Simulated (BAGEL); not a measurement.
# triplet C3H2O2 at 3 levels

Aim: a comparison of 3 runs (UHF/3-21G, ROHF/6-31G*, ROHF/def2-SVP) of triplet C3H2O2. 

Program for the calculation: BAGEL 1.2.2.

3 further runs of the same task are left out: 1 that didn't finish, 2 set aside as unsound or not needed. Runs told in other sessions of the task aren't counted.

## 1. The structure to begin with

The species is C3H2O2 (7 atoms), meant as a triplet with charge 0. As SMILES of the parent species, `C#CC(=O)O`. Geometry: relaxed at PBE0-D4/def2-TZVP. This is one conformer, not always the lowest. That shape belongs to the parent species and isn't relaxed for this state.

Bond lengths: C1–C2 1.199 Å, C2–C3 1.444 Å, C3–O4 1.200 Å, C3–O5 1.338 Å, C1–H6 1.065 Å, O5–H7 0.968 Å. Angles: C1–C2–C3 177.4°, C2–C3–O4 124.1°, C2–C3–O5 111.7°, O4–C3–O5 124.2°, C2–C1–H6 179.9°, C3–O5–H7 106.5°.

## 2. The energy at UHF/3-21G (density fitting with qzvpp-jkfit) (run 1)

File hf.json:

```json
{ "bagel": [

{
  "title": "molecule",
  "basis": "3-21g",
  "df_basis": "qzvpp-jkfit",
  "angstrom": "true",
  "geometry": [
    { "atom": "C", "xyz": [      -0.656500,       0.288200,       1.767700 ] },
    { "atom": "C", "xyz": [      -0.291900,       0.027300,       0.656000 ] },
    { "atom": "C", "xyz": [       0.108300,      -0.341000,      -0.681600 ] },
    { "atom": "O", "xyz": [      -0.291600,      -1.313200,      -1.259800 ] },
    { "atom": "O", "xyz": [       0.979600,       0.534500,      -1.197100 ] },
    { "atom": "H", "xyz": [      -0.981400,       0.518800,       2.755700 ] },
    { "atom": "H", "xyz": [       1.194800,       0.217300,      -2.086500 ] }
  ]
},

{
  "title": "uhf",
  "nopen": 2
},

{
  "title": "print",
  "file": "orbitals.molden",
  "orbitals": "true"
}

]}
```

Command:

```bash
$ BAGEL_NUM_THREADS=1 BAGEL hf.json > hf.out
```

What it wrote:

```text
* using 1 threads per process

  ===============================================================
  ===============================================================

  *** Geometry ***

  { "atom" : "C", "xyz" : [     -1.240605,      0.544619,      3.340469 ] },
  { "atom" : "C", "xyz" : [     -0.551611,      0.051590,      1.239660 ] },
  { "atom" : "C", "xyz" : [      0.204657,     -0.644397,     -1.288037 ] },
  { "atom" : "O", "xyz" : [     -0.551044,     -2.481588,     -2.380677 ] },
  { "atom" : "O", "xyz" : [      1.851176,      1.010059,     -2.262191 ] },
  { "atom" : "H", "xyz" : [     -1.854577,      0.980390,      5.207518 ] },
  { "atom" : "H", "xyz" : [      2.257845,      0.410637,     -3.942914 ] },

  Number of auxiliary basis functions:      415

  Since a DF basis is specified, we compute 2- and 3-index integrals:
    o Being stored without compression. Storage requirement is 0.008 GB

  Number of basis functions:       49
  Number of electrons      :       36

    * METHOD: MOLECULE                             0.20

  *** Open-shell HF ***

  === Nuclear Repulsion ===
   145.2159344091

      * DIIS with orbital gradients will be used.

  === UHF iteration (3-21g) ===
      0       -262.57019318          0.05763830           0.07
      1       -262.67358794          0.04220379           0.07
      2       -262.71157956          0.03156716           0.07
      3       -262.75694329          0.00272678           0.07
      4       -262.75905705          0.00175774           0.07
      5       -262.76074706          0.00120688           0.07
      6       -262.76238868          0.00064232           0.07
      7       -262.76282228          0.00032015           0.07
      8       -262.76290245          0.00015521           0.07
      9       -262.76292214          0.00009080           0.07
[... 28 lines of this table left out ...]
     38       -262.76293708          0.00000003           0.07
     39       -262.76293708          0.00000002           0.07
     40       -262.76293708          0.00000001           0.07
     41       -262.76293708          0.00000001           0.07
    * SCF iteration converged.

    * S^2 (UHF) is 2.0446

    * Permanent dipole moment:
           (    0.012598,    -0.664251,    -0.974379) a.u.

    * METHOD: UHF                                  3.11

    * METHOD: PRINT                                0.01

  ===============================================================
```

It took 3.6 s on 1 thread of Arm Neoverse N1, shared host.

## 3. A single-point energy at ROHF/6-31G(d) (density fitting with qzvpp-jkfit, spherical functions) (run 2)

File calc.json:

```json
{ "bagel" : [

{
  "title" : "molecule",
  "basis" : "6-31gs.json",
  "df_basis" : "qzvpp-jkfit",
  "angstrom" : "true",
  "geometry" : [
    { "atom" : "C", "xyz" : [   -0.656500,    0.288200,    1.767700 ] },
    { "atom" : "C", "xyz" : [   -0.291900,    0.027300,    0.656000 ] },
    { "atom" : "C", "xyz" : [    0.108300,   -0.341000,   -0.681600 ] },
    { "atom" : "O", "xyz" : [   -0.291600,   -1.313200,   -1.259800 ] },
    { "atom" : "O", "xyz" : [    0.979600,    0.534500,   -1.197100 ] },
    { "atom" : "H", "xyz" : [   -0.981400,    0.518800,    2.755700 ] },
    { "atom" : "H", "xyz" : [    1.194800,    0.217300,   -2.086500 ] }
  ]
},
{
  "title" : "rohf",
  "nopen" : 2
},
{
  "title" : "print",
  "file" : "orbitals.molden",
  "orbitals" : "true"
}

]}
```

The basis set 6-31G* is read from a file made from the Basis Set Exchange's data (not shown).

Command:

```bash
$ BAGEL_NUM_THREADS=1 BAGEL calc.json > calc.out
```

What it wrote:

```text
* using 1 threads per process

  ===============================================================
  ===============================================================

  *** Geometry ***

  { "atom" : "C", "xyz" : [     -1.240605,      0.544619,      3.340469 ] },
  { "atom" : "C", "xyz" : [     -0.551611,      0.051590,      1.239660 ] },
  { "atom" : "C", "xyz" : [      0.204657,     -0.644397,     -1.288037 ] },
  { "atom" : "O", "xyz" : [     -0.551044,     -2.481588,     -2.380677 ] },
  { "atom" : "O", "xyz" : [      1.851176,      1.010059,     -2.262191 ] },
  { "atom" : "H", "xyz" : [     -1.854577,      0.980390,      5.207518 ] },
  { "atom" : "H", "xyz" : [      2.257845,      0.410637,     -3.942914 ] },

  Number of auxiliary basis functions:      415

  Since a DF basis is specified, we compute 2- and 3-index integrals:
    o Being stored without compression. Storage requirement is 0.018 GB

  Number of basis functions:       74
  Number of electrons      :       36

    * METHOD: MOLECULE                             0.26

  *** Open-shell HF ***

  === Nuclear Repulsion ===
   145.2159344091

      * DIIS with orbital gradients will be used.

  === ROHF iteration (6-31gs.json) ===
      0       -263.98504564          0.04641741           0.11
      1       -264.11217800          0.03555809           0.12
      2       -264.16811946          0.02649806           0.11
      3       -264.24114124          0.00221270           0.12
      4       -264.24320627          0.00154646           0.12
      5       -264.24440340          0.00083362           0.12
      6       -264.24530914          0.00042177           0.11
      7       -264.24554046          0.00022815           0.12
      8       -264.24560749          0.00012263           0.12
      9       -264.24563509          0.00007664           0.12
[... 28 lines of this table left out ...]
     38       -264.24565674          0.00000001           0.11
     39       -264.24565674          0.00000001           0.11
     40       -264.24565674          0.00000001           0.11
     41       -264.24565674          0.00000001           0.11
    * SCF iteration converged.

    * S^2 (ROHF) is 2.0000

    * Permanent dipole moment:
           (   -0.054089,    -0.812469,    -1.050966) a.u.

    * METHOD: ROHF                                 5.03

    * METHOD: PRINT                                0.02

  ===============================================================
```

It took 5.7 s on 1 thread of Arm Neoverse N1, shared host.

## 4. A single-point energy at ROHF/def2-SVP (density fitting with qzvpp-jkfit) (run 3)

File input.json:

```json
{ "bagel": [

{
  "title": "molecule",
  "basis": "svp",
  "df_basis": "qzvpp-jkfit",
  "angstrom": true,
  "geometry": [
    { "atom": "C", "xyz": [   -0.656500,    0.288200,    1.767700 ] },
    { "atom": "C", "xyz": [   -0.291900,    0.027300,    0.656000 ] },
    { "atom": "C", "xyz": [    0.108300,   -0.341000,   -0.681600 ] },
    { "atom": "O", "xyz": [   -0.291600,   -1.313200,   -1.259800 ] },
    { "atom": "O", "xyz": [    0.979600,    0.534500,   -1.197100 ] },
    { "atom": "H", "xyz": [   -0.981400,    0.518800,    2.755700 ] },
    { "atom": "H", "xyz": [    1.194800,    0.217300,   -2.086500 ] }
  ]
},
{ "title": "rohf", "nopen": 2 },
{ "title": "print", "file": "orbitals.molden", "orbitals": true }

]}
```

Command:

```bash
$ BAGEL_NUM_THREADS=1 BAGEL input.json > input.out
```

What it wrote:

```text
* using 1 threads per process

  ===============================================================
  ===============================================================

  *** Geometry ***

  { "atom" : "C", "xyz" : [     -1.240605,      0.544619,      3.340469 ] },
  { "atom" : "C", "xyz" : [     -0.551611,      0.051590,      1.239660 ] },
  { "atom" : "C", "xyz" : [      0.204657,     -0.644397,     -1.288037 ] },
  { "atom" : "O", "xyz" : [     -0.551044,     -2.481588,     -2.380677 ] },
  { "atom" : "O", "xyz" : [      1.851176,      1.010059,     -2.262191 ] },
  { "atom" : "H", "xyz" : [     -1.854577,      0.980390,      5.207518 ] },
  { "atom" : "H", "xyz" : [      2.257845,      0.410637,     -3.942914 ] },

  Number of auxiliary basis functions:      415

  Since a DF basis is specified, we compute 2- and 3-index integrals:
    o Being stored without compression. Storage requirement is 0.021 GB

  Number of basis functions:       80
  Number of electrons      :       36

    * METHOD: MOLECULE                             0.26

  *** Open-shell HF ***

  === Nuclear Repulsion ===
   145.2159344091

      * DIIS with orbital gradients will be used.

  === ROHF iteration (svp) ===
      0       -263.82051645          0.03847435           0.12
      1       -263.94267275          0.02829920           0.13
      2       -263.98648955          0.02086965           0.13
      3       -264.04188148          0.00198315           0.13
      4       -264.04391716          0.00136081           0.13
      5       -264.04517114          0.00076264           0.13
      6       -264.04608655          0.00035050           0.12
      7       -264.04627423          0.00018200           0.12
      8       -264.04632524          0.00010540           0.13
      9       -264.04634798          0.00006173           0.13
[... 12 lines of this table left out ...]
     22       -264.04636689          0.00000004           0.13
     23       -264.04636690          0.00000002           0.13
     24       -264.04636690          0.00000001           0.13
     25       -264.04636690          0.00000001           0.13
    * SCF iteration converged.

    * S^2 (ROHF) is 2.0000

    * Permanent dipole moment:
           (   -0.075210,    -0.807717,    -1.001345) a.u.

    * METHOD: ROHF                                 3.44

    * METHOD: PRINT                                0.02

  ===============================================================
```

Wall time 3.9 s (1 thread of Arm Neoverse N1, shared host); peak memory 0.097 GiB.

## 5. The series

```
run                                                                level  energy (Eh)  dipole moment (D)   ⟨S²⟩  wall time
  1                         UHF/3-21G (density fitting with qzvpp-jkfit)  -262.762937               3.00  2.045      3.6 s
  2  ROHF/6-31G* (density fitting with qzvpp-jkfit, spherical functions)  -264.245657               3.38  2.000      5.7 s
  3                     ROHF/def2-SVP (density fitting with qzvpp-jkfit)  -264.046367               3.28  2.000      3.9 s
```

## 6. Summary of results

```
            quantity          value
 run 3: total energy  -264.04637 Eh
run 3: dipole moment         3.28 D
         run 3: ⟨S²⟩          2.000
```

The dipole moment (its size) runs from 3.00 D (UHF/3-21G) to 3.38 D (ROHF/6-31G*). The two ends differ in method and basis. All runs together took 13 s, the longest 5.7 s.
